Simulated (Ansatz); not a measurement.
Born–Oppenheimer molecular dynamics of C3H6OS (11 atoms, charge 0, multiplicity 1). It goes on from the last frame of an earlier run, with new velocities.

Method: RHF/STO-3G in Ansatz.

```
ensemble                      : NVE (velocity Verlet)
time step                     : 1 fs
steps asked                   : 266
starting velocities drawn for : 100 K
seed                          : 805069
```

First frame:

```xyz
11
Properties=species:S:1:pos:R:3
C 0.811 0.248 1.948
C 0.387 -0.239 0.793
O -0.715 -1.115 0.771
S 1.091 0.201 -0.765
C -0.244 -0.261 -1.847
H 0.330 -0.080 2.874
H 1.580 0.978 2.026
H -0.455 -1.929 0.287
H -0.291 -1.349 -2.073
H -1.211 0.035 -1.432
H -0.096 0.191 -2.837
```

(1) How far do the bonds stretch over the last three quarters of this one trajectory? (Pairs bonded in most of those frames.)

Results:

(1) 
```csv
bond,mean (Å),spread (Å),shortest,longest
C1–C2,1.316,0.009,1.30,1.33
C1–H6,1.081,0.016,1.05,1.11
C1–H7,1.079,0.017,1.05,1.11
C2–O3,1.406,0.013,1.38,1.43
C2–S4,1.785,0.020,1.75,1.82
O3–H8,0.990,0.006,0.98,1.00
S4–C5,1.803,0.015,1.78,1.84
C5–H9,1.087,0.009,1.07,1.10
C5–H10,1.087,0.011,1.07,1.11
C5–H11,1.086,0.010,1.07,1.10
```

Mean temperature of the second half: 123 K. The conserved energy stayed within 0.3 meV per atom of its start (net change -0.24 meV per atom), so the integration is sound. A run of 0.27 ps of so small a system gives no equilibrium averages. Limits of this set-up: minimal basis.

The run took 2.2 min on 1 thread of Arm Neoverse V2, on a shared host, peak memory 0.079 GiB.
